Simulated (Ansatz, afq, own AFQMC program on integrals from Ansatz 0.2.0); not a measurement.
**Atomization energy of B$_{2}$S, singlet**

```xyz
3

B     0.0000   -0.6562    1.4745
S     0.0000    0.4425    0.0000
B     0.0000   -0.6562   -1.4745
```

Connectivity, by distances: B–S–B.

Atoms in their ground-state spins without spin–orbit coupling (mostly on UHF) minus the molecule (RHF), without zero-point energy. The geometry is a stationary point, not shown to be a minimum.

Basis cc-pVDZ. Only valence electrons are correlated. Ansatz 0.2.0 and our own AFQMC program on the same integrals; the CISD trial comes from CCSD amplitudes, and released means the phaseless constraint is let go. Free AFQMC starts from the CCSD state and is never constrained. Its projection time is finite, and what remains of the start isn't in its error. Uncertainties: one standard error, sampling alone. The errors of all members are added in quadrature.

No full CI on the walks' own integrals is used here; CCSDT(Q) serves as the reference and is uncertain by about the last step of the cluster series. Each member takes its own surest rung, up to full CI.

The best estimate is CCSD(T) at the basis-set limit (CBS: def2-TZVPP and def2-QZVPP, with their diffuse functions for anions and beside diffuse sets, CCSD(T) itself extrapolated) plus the step from CCSD(T) to CCSDT(Q) in cc-pVDZ. Rows without CBS are in cc-pVDZ; B2PLYP and the wave-function rows carry a basis error of their own. Core correlation and relativity beyond core potentials are missing, and ± holds the sampling alone.

Cautions: B₂S (singlet): higher spins were not checked, restricted determinant unstable towards unrestricted (UHF 254 meV lower, ⟨S²⟩ 0.81), raised T1 diagnostic (T1 0.027, weight of the determinant 0.80, largest double 0.07).

Best estimate: 8.058 eV.

```tsv
level	atomization energy (eV)	error against the best estimate (eV)
HF	4.936	-3.123
MP2	7.378	-0.680
CCSD	6.927	-1.132
CCSD(T)	7.219	-0.840
ph-AFQMC/CISD	7.278 ± 0.025	-0.780 ± 0.025
released AFQMC	7.233 ± 0.035	-0.825 ± 0.035
free AFQMC	7.245 ± 0.028	-0.813 ± 0.028
HF/CBS	5.052	-3.007
MP2/CBS	8.204	0.146
CCSD(T)/CBS	8.011	-0.048
surest rungs in cc-pVDZ	7.266	-0.792
```

Correlation beyond CCSD(T) adds 0.048 eV. Going to the basis-set limit adds 0.792 eV at CCSD(T). The perturbative (T) step is worth +0.292 eV.

Best estimates are given only where the step beyond CCSD(T) is under 0.3 eV and no member's determinant is very poor (T1 over 0.05, or 0.07 for open shells, ⟨S²⟩ too high by 0.3, two states mixed), so the hardest cases are missing from such tables.

Free projections are given only where their last times agree within the noise and don't stop above the reference; a slow remainder of the start can still hide under it. Each member of a difference takes its own highest rung, so a best estimate needn't equal the limit plus the step of one row. A walk keeps the symmetry of its determinant, which the program's search chose and which needn't be the lowest solution, so a lower state of the same spin and another symmetry isn't excluded. Released energies are given only where the last usable release times agree within the noise; a slower fall can still hide under it.
